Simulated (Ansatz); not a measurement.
# CH₂Si (singlet): from Hartree-Fock to the top rungs at a displaced geometry (v1), cc-pVDZ

The task here is to estimate one member of a computed series from the others.

Method: cc-pVDZ, core rule «outside noble gas», up to 6 orbitals frozen; program: Ansatz 0.2.0, Gaussian basis.

To be run: UHF; CCSD(T) on RHF; CCSD(T) on UHF; BCCD(T) on RHF; CISD; CCSDT(Q) on RHF; CCSDT(Q) on UHF; CASSCF and MRCISD+Q, 10 electrons in 10 orbitals; CASSCF and NEVPT2, 10 electrons in 10 orbitals.

15 further runs of the same task are left out: 7 that didn't finish, 8 set aside as unsound or not needed.

## The system

The geometry is a PBE0/def2-TZVP stationary point (not a proven minimum) with its atoms shifted at random (size 0.040 Å).

4 atoms, charge 0, spin multiplicity 1.

Atoms are counted from 1 here; the program's logs count them from 0.

Bond lengths: Si1–C2 1.786 Å, Si1–H3 1.494 Å, Si1–H4 1.488 Å. Angles: C2–Si1–H3 118.8°, C2–Si1–H4 119.2°, H3–Si1–H4 122.0°.

Coordinates:

```tsv
atom	x (Å)	y (Å)	z (Å)
Si1	0.0004	0.0040	0.4747
C2	-0.0004	-0.0121	-1.3110
H3	0.0476	1.3185	1.1825
H4	-0.0552	-1.2869	1.2123
```

Set-up of the first run:

File in.yaml:

```yaml
crystal:
  periodic: [false, false, false]
  atoms:
    - {symbol: Si, position_ang: [0.000441, 0.004041, 0.474701]}
    - {symbol: C, position_ang: [-0.000392, -0.012102, -1.311002]}
    - {symbol: H, position_ang: [0.047572, 1.318488, 1.182514]}
    - {symbol: H, position_ang: [-0.055205, -1.286886, 1.212317]}
basis:
  gaussian: {orbitals: cc-pVDZ}
magnetization: {spin_polarized: true, initial_magnetization: 0}
hamiltonian: {xc: hf}
output: {orbitals: {seedname: orbitals}}
```

Run with:

```console
> ansatz run in.yaml --threads 1 --pin off --events-out ev --progress --plain --max-ram 2393MiB
```

Steps of the session up to this table: UHF; CCSD(T) on RHF; CCSD(T) on UHF; BCCD(T) on RHF; CISD; CCSDT(Q) on RHF; CCSDT(Q) on UHF; CASSCF and MRCISD+Q, 10 electrons in 10 orbitals; CASSCF and NEVPT2, 10 electrons in 10 orbitals.

One table of the session follows, with a row left open; its other results are not shown here.

```
          method  from RCCSDT(Q) (kcal/mol)
             RHF                    +158.50
             UHF                    +145.42
            RMP2                     +34.52
            UMP2                     +44.40
            CISD                          ?
           RCCSD                      +7.98
           UCCSD                      +8.88
        RCCSD(T)                      +1.55
        UCCSD(T)                      +2.75
         BCCD(T)                      +1.57
          RCCSDT                      +0.58
          UCCSDT                      +0.67
       RCCSDT(Q)                          0
       UCCSDT(Q)                      -0.03
  CASSCF valence                     +85.22
  NEVPT2 valence                     +22.47
  MRCISD valence                      +5.91
MRCISD+Q valence                      +0.84
```

Q: Estimate the row for CISD from the others.

**Answer.** from RCCSDT(Q) (kcal/mol): +21.89. In the column «from RCCSDT(Q) (kcal/mol)» it lies between UCCSD (+8.88) and NEVPT2 valence (+22.47).

To keep in mind: The determinant is far from a pure spin state, so its energy mixes those of several spin states (harmless only where they are near-degenerate, as at dissociation). Restricted and unrestricted rows rest on different reference determinants; where their highest levels disagree by more than a few hundredths of an eV, they describe different states and don't form one ladder.
